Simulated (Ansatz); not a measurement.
## C₄H₁₁O (charge +1), SMILES CC[O+](C)C: a single point in a Gaussian basis

Program: the Python package of Ansatz (0.2.0).

Script `c4h11o.py`:
```python
"""Electronic structure of the C4H11O(+) molecule."""

import ansatz as az
import numpy as np
import pandas as pd

GEOMETRY = """
C     1.98240   -0.20680   -0.18660
C     0.70000   -0.20250    0.63010
O    -0.42690   -0.05290   -0.23460
C    -0.85710    1.28970   -0.41500
C    -1.48670   -0.96380    0.01790
H     2.84820   -0.34560    0.46850
H     2.11600    0.73470   -0.72920
H     1.97710   -1.01870   -0.92180
H     0.63570   -1.14610    1.18490
H     0.72210    0.60390    1.37270
H    -1.57930    1.34050   -1.23600
H    -1.32300    1.67000    0.49990
H    -0.00870    1.92820   -0.67940
H    -1.90910   -0.79450    1.01370
H    -2.27380   -0.84420   -0.73340
H    -1.11690   -1.99190   -0.05180
"""


def main() -> None:
    mol = az.Crystal.molecule()
    for line in GEOMETRY.strip().splitlines():
        symbol, *xyz = line.split()
        mol = mol.atom(symbol, [float(v) for v in xyz])

    setup = mol.calculation().basis(gaussian="6-31G*").functional("pbe0").charge(1).forces()
    out = setup.run()
    data = out.report

    print(f"E = {data['free_energy_ev']:.6f} eV = {data['free_energy_ev'] / 27.211386246:.7f} Ha")
    print("converged:", data["converged"], " doubts:", data["published_state_doubts"] or "none")

    state = data["mean_field"]["state"]
    print(f"mean field: {state['energy']['hartree']:.7f} Ha, <S^2> = {abs(state['spin_squared']):.4f}, stability: {state.get('stability', {}).get('kind')}")

    symbols = [site.symbol for site in mol.cartesian_sites]
    forces = np.array(data["forces_ev_ang"])
    print("largest force", round(float(np.linalg.norm(forces, axis=1).max()), 4), "eV/A, rms", round(float(np.sqrt((forces ** 2).mean())), 4))

    charges = data["charge_distribution"]
    table = pd.DataFrame({"atom": symbols, "mulliken": charges["mulliken_charges_e"], "lowdin": charges["lowdin_charges_e"]})
    print(table.round(3).to_string())
    print("dipole (e A):", np.round(charges["dipole_moment_e_ang"], 4) + 0.0)


if __name__ == "__main__":
    main()
```

```console
$ python c4h11o.py
E = -6358.810619 eV = -233.6819801 Ha
converged: True  doubts: none
mean field: -233.6819801 Ha, <S^2> = 0.0000, stability: minimum
largest force 3.0496 eV/A, rms 0.6505
   atom  mulliken  lowdin
0     C    -0.547  -0.356
1     C    -0.197  -0.134
2     O    -0.314   0.117
3     C    -0.367  -0.190
4     C    -0.367  -0.194
5     H     0.248   0.171
6     H     0.217   0.147
7     H     0.229   0.155
8     H     0.259   0.164
9     H     0.251   0.157
10    H     0.271   0.164
11    H     0.253   0.153
12    H     0.270   0.164
13    H     0.253   0.154
14    H     0.268   0.163
15    H     0.273   0.165
dipole (e A): [-0.3696  0.0486  0.1086]
```

Reading the output:
- Total energies depend on the basis set; only differences at equal settings carry meaning.
- The geometry is a force-field or estimated start, not a minimum of this method, and the basis set is short of its limit.
- The Löwdin charges here are taken after orthogonalising the functions within each atom; they differ from plain Löwdin charges, and their signs can be unphysical.
- An ion's dipole depends on the origin; the program takes it about the centre of nuclear charge.
- The whole script took 6.8 s on 1 thread of Arm Neoverse V1, with other jobs on the host, peak memory 0.31 GiB.
